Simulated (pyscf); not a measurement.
Optimised with ωB97X-D3(BJ)/def2-SVP in PySCF. MP2 and CC: frozen core, UHF for open shells. ΔMP2 is the change of the MP2 total energy from the triple- to the quadruple-zeta basis.

### Question
Estimate by transition-state theory the rate constant of PH₂• (SMILES [PH2]) + OH• (SMILES [OH]) → PH₃ (SMILES P) + O (SMILES [O]) [triplet] (triplet surface; H–O broken, H–P formed) at 298 K, with CCSD(T)/def2-TZVPP + ΔMP2(QZVPP) energies (ideal gas, 1 atm, RRHO with modes under 100 cm⁻¹ raised to 100, one conformer, R ln 2 for rigid chiral ones; no tunnelling).

### Answer
The electronic barrier is 24.0 kcal/mol and the thermal terms add +7.0, so ΔG‡ = 30.9 kcal/mol. With k_BT/h = 6.21e+12 s⁻¹ and RT = 0.592 kcal/mol, and a volume of 4.06e-20 cm³ per molecule at 1 atm, k = 5.4e-30 cm³ molecule⁻¹ s⁻¹. Wigner's tunnelling factor for 717i cm⁻¹ would be 1.50, likely too low at so high a frequency. A shift of 1 kcal/mol in the barrier changes k by a factor 5.4. PH₂• + OH• also meet on a surface of lower spin, which isn't treated here. One saddle was located; it need not be the lowest between these sides. The angle at the transferred H is 143°. The CCSD(T) − MP2 part came from Ansatz, without density fitting, on the same reference. Left out: orbital degeneracy and the spin-orbit lowering of OH.
